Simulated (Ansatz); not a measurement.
# AlSiH5 (AlH2(SiH3)): methods side by side

AlSiH5: 7 atoms, total charge 0, spin state singlet. SMILES: `[H][Al]([H])[SiH3]`. The shape comes from GFN2-xTB, which is rough for such elements, and wasn't checked as a minimum.

```csv
atom,x (Å),y (Å),z (Å)
Al,0.6880,1.2017,0.0039
H,2.2454,1.3650,0.0565
H,0.0534,2.6332,-0.0166
Si,-0.5174,-0.8978,-0.0168
H,-1.8514,-0.8364,0.6256
H,0.1776,-1.9927,0.7011
H,-0.7956,-1.4730,-1.3538
```

Each level gives the energy change with the Al1–Si4 bond stretched from 2.421 to 3.026 Å (eV). The values are calculated.

```json
{"level": "HF/STO-3G (restricted)", "kind": "Hartree–Fock", "program": "Ansatz", "value (eV)": "2.63", "less FCI/STO-3G": "+0.51"}
{"level": "SVWN5/STO-3G (restricted)", "kind": "LDA", "program": "Ansatz", "value (eV)": "2.08", "less FCI/STO-3G": "-0.04"}
{"level": "BLYP/STO-3G (restricted)", "kind": "GGA", "program": "Ansatz", "value (eV)": "1.84", "less FCI/STO-3G": "-0.28"}
{"level": "r2SCAN/STO-3G (restricted)", "kind": "meta-GGA", "program": "Ansatz", "value (eV)": "2.09", "less FCI/STO-3G": "-0.03"}
{"level": "BHLYP/STO-3G (restricted)", "kind": "global hybrid", "program": "Ansatz", "value (eV)": "2.31", "less FCI/STO-3G": "+0.19"}
{"level": "wB97X/STO-3G (restricted)", "kind": "range-separated hybrid", "program": "Ansatz", "value (eV)": "2.39", "less FCI/STO-3G": "+0.27"}
{"level": "B2PLYP/STO-3G (restricted)", "kind": "double hybrid", "program": "Ansatz", "value (eV)": "2.18", "less FCI/STO-3G": "+0.06"}
{"level": "MP2/STO-3G (restricted)", "kind": "perturbation theory", "program": "Ansatz", "value (eV)": "2.34", "less FCI/STO-3G": "+0.22"}
{"level": "CCSD(T)/STO-3G (restricted)", "kind": "coupled cluster or CI", "program": "Ansatz", "value (eV)": "2.14", "less FCI/STO-3G": "+0.02"}
{"level": "FCI/STO-3G", "kind": "exact in the basis", "program": "Ansatz", "value (eV)": "2.12", "less FCI/STO-3G": "0.00"}
```

FCI/STO-3G is exact within its basis and frozen core, so for wave-function methods in that basis the difference is their error; functionals converge differently with the basis, so for them it is only a difference. The first shape isn't each level's own minimum. The values span 1.84 to 2.63 eV. All rows use very small basis sets, so even the best lies far from the true value.
